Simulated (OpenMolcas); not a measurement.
# doublet CH4N2S+ at 5 levels

Wanted: a comparison of 5 runs (UHF/3-21G, UHF/def2-SVPD, UB3LYP/6-31G*, U-revPBE/def2-SVPD, UM06-2X/def2-SVPD) of doublet CH4N2S+. 

The results are computed with OpenMolcas 26.06.

## Step 1: The molecule

CH4N2S+: 8 atoms, total charge +1, spin state doublet. SMILES of the parent species: `NC(N)=S`. Geometry: relaxed at PBE0-D4/def2-TZVP. That shape belongs to the parent species and isn't relaxed for this state.

Bond lengths: N1–C2 1.355 Å, C2–N3 1.355 Å, C2–S4 1.656 Å, N1–H5 1.005 Å, N1–H6 1.007 Å, N3–H7 1.005 Å, N3–H8 1.007 Å. Angles: N1–C2–N3 114.9°, N1–C2–S4 122.5°, N3–C2–S4 122.5°, C2–N1–H5 115.6°, C2–N1–H6 120.3°, C2–N3–H7 115.6°, C2–N3–H8 120.3°, H5–N1–H6 117.1°, H7–N3–H8 117.1°.

## Step 2: The energy at UHF/3-21G (run 1)

Contents of run.inp:

```
* CH4N2S Hartree-Fock

&GATEWAY
  BasLib=$CurrDir
  Coord
  8
  angstrom
  N        0.139170       1.124690      -0.314810
  C       -0.211140      -0.183550      -0.349750
  N        0.125480      -0.894630       0.753200
  S       -0.991870      -0.862260      -1.643000
  H       -0.222080       1.691000      -1.061710
  H        0.309600       1.581210       0.566090
  H       -0.004930      -1.888350       0.685650
  H        0.855790      -0.568120       1.364330
  Basis=3-21G
  Group=NoSym

&SEWARD

&SCF
  UHF
  Charge=1
  Spin=2
  Thresholds=1e-10 1e-07 1e-07 1e-05
  PrOrbitals=1 1
```

The basis set 3-21G is read from a file made from the Basis Set Exchange's data (not shown).

On the command line:

```
export MOLCAS_MEM=1860
pymolcas run.inp > run.log
```

The log of the run:

```text
--- Start Module: gateway ---
[...]
--- Stop Module: gateway /rc=_RC_ALL_IS_WELL_ ---
--- Start Module: seward ---
[...]
      Basis functions           48
--- Stop Module: seward /rc=_RC_ALL_IS_WELL_ ---
--- Start Module: scf ---
[...]
       Convergence after  27 Iterations
[...]
::    Total SCF energy                               -543.5745458849
[...]
      Total spin, S                                     0.5021932094
[...]
      Total electronic charge=   39.000000
      Total            charge=    1.000000
[...]
      Dipole Moment (debye):
      Origin of the operator (angstrom)=   -0.3893   -0.3385   -0.6449
                   X=  1.4358E+00               Y=  1.2482E+00               Z=  2.3782E+00           Total=  3.0456E+00
      Center of Charge (angstrom)
[...]
--- Stop Module: scf /rc=_RC_ALL_IS_WELL_ ---
[...]
```

Wall time 2.9 s (1 thread of Arm Neoverse V1, shared host); peak memory 0.38 GiB.

## Step 3: A single-point energy at UHF/def2-SVPD (run 2)

Contents of test.input:

```
>>> EXPORT MOLCAS_PRINT=2

&GATEWAY
  BasLib
  $CurrDir
  Coord
  8
  angstrom
  N        0.139170       1.124690      -0.314810
  C       -0.211140      -0.183550      -0.349750
  N        0.125480      -0.894630       0.753200
  S       -0.991870      -0.862260      -1.643000
  H       -0.222080       1.691000      -1.061710
  H        0.309600       1.581210       0.566090
  H       -0.004930      -1.888350       0.685650
  H        0.855790      -0.568120       1.364330
  Basis
  def2-SVPD
  Group
  NoSym

&SEWARD

&SCF
  UHF
  Charge
  1
  Spin
  2
  Thresholds
  1e-10 1e-07 1e-07 1e-05
  PrOrbitals
  1 1
```

The basis set def2-SVPD is read from a file made from the Basis Set Exchange's data (not shown).

On the command line:

```
export MOLCAS_MEM=1860
pymolcas test.input > test.log
```

The log of the run:

```text
--- Start Module: gateway ---
[...]
--- Stop Module: gateway /rc=_RC_ALL_IS_WELL_ ---
--- Start Module: seward ---
[...]
      Basis functions          119
--- Stop Module: seward /rc=_RC_ALL_IS_WELL_ ---
[...]
--- Start Module: scf ---
[...]
       Convergence after  24 Iterations
[...]
::    Total SCF energy                               -546.1538856041
[...]
      Total spin, S                                     0.5065513558
[...]
      Total electronic charge=   39.000000
      Total            charge=    1.000000
[...]
      Dipole Moment (debye):
      Origin of the operator (angstrom)=   -0.3893   -0.3385   -0.6449
                   X=  1.2816E+00               Y=  1.1142E+00               Z=  2.1228E+00           Total=  2.7185E+00
      Center of Charge (angstrom)
[...]
--- Stop Module: scf /rc=_RC_ALL_IS_WELL_ ---
[...]
```

Run time: 26 s. Hardware: 1 thread of Arm Neoverse V1, shared host; peak memory 0.75 GiB.

Runs 3 to 4 aren't shown in full; the table further down has their settings and results.

## Step 4: The energy at UM06-2X/def2-SVPD (run 5)

Contents of mol.input:

```
&GATEWAY
BasLib=$CurrDir
Coord
8
angstrom
N        0.139170       1.124690      -0.314810
C       -0.211140      -0.183550      -0.349750
N        0.125480      -0.894630       0.753200
S       -0.991870      -0.862260      -1.643000
H       -0.222080       1.691000      -1.061710
H        0.309600       1.581210       0.566090
H       -0.004930      -1.888350       0.685650
H        0.855790      -0.568120       1.364330
Basis=def2-SVPD
Group=NoSym
&SEWARD
GridInput
Grid=UltraFine
End of Grid
&SCF
UHF
Charge=1
Spin=2
KSDFT=M062X
Thresholds=1e-10 1e-07 1e-07 1e-05
PrOrbitals=1 1
```

The basis set def2-SVPD is read from a file made from the Basis Set Exchange's data (not shown).

On the command line:

```
export MOLCAS_MEM=1860
pymolcas mol.input > mol.log
```

The log of the run:

```text
--- Start Module: gateway ---
[...]
--- Stop Module: gateway /rc=_RC_ALL_IS_WELL_ ---
--- Start Module: seward ---
[...]
      Basis functions          119
--- Stop Module: seward /rc=_RC_ALL_IS_WELL_ ---
[...]
--- Start Module: scf ---
[...]
       Convergence after  27 Iterations
[...]
::    Total KS-DFT energy                            -547.6126833442
[...]
      Total spin, S                                     0.5019247618
[...]
      Total electronic charge=   39.000000
      Total            charge=    1.000000
[...]
      Dipole Moment (debye):
      Origin of the operator (angstrom)=   -0.3893   -0.3385   -0.6449
                   X=  1.3195E+00               Y=  1.1471E+00               Z=  2.1856E+00           Total=  2.7989E+00
      Center of Charge (angstrom)
[...]
--- Stop Module: scf /rc=_RC_ALL_IS_WELL_ ---
[...]
```

Wall time 3.8 min (1 thread of Arm Neoverse V1, shared host); peak memory 0.75 GiB.

## Step 5: The series

| run | level | Cartesian functions | integration grid | energy (Eh) | HOMO energy (eV) | LUMO energy (eV) | ⟨S²⟩ | wall time |
| --- | --- | --- | --- | --- | --- | --- | --- | --- |
| 1 | UHF/3-21G | no | – | -543.574546 | -16.28 | -6.23 | 0.754 | 2.9 s |
| 2 | UHF/def2-SVPD | no | – | -546.153886 | -16.34 | -5.96 | 0.763 | 26 s |
| 3 | UB3LYP/6-31G* (Cartesian functions) | yes | UltraFine | -547.912351 | -13.14 | -10.88 | 0.753 | 50 s |
| 4 | U-revPBE/def2-SVPD | no | UltraFine | -547.593883 | -12.22 | -11.63 | 0.754 | 1.9 min |
| 5 | UM06-2X/def2-SVPD | no | UltraFine | -547.612683 | -14.65 | -9.58 | 0.754 | 3.8 min |

## Step 6: Results

| quantity | value |
| --- | --- |
| run 5: total energy | -547.61268 Eh |
| run 5: HOMO energy (highest over α and β) | -14.65 eV |
| run 5: LUMO energy (lowest over α and β) | -9.58 eV |
| run 5: ⟨S²⟩ | 0.754 |

What this shows: Totals of different functionals can't be ranked against each other. All runs together took 6.9 min, the longest 3.8 min.
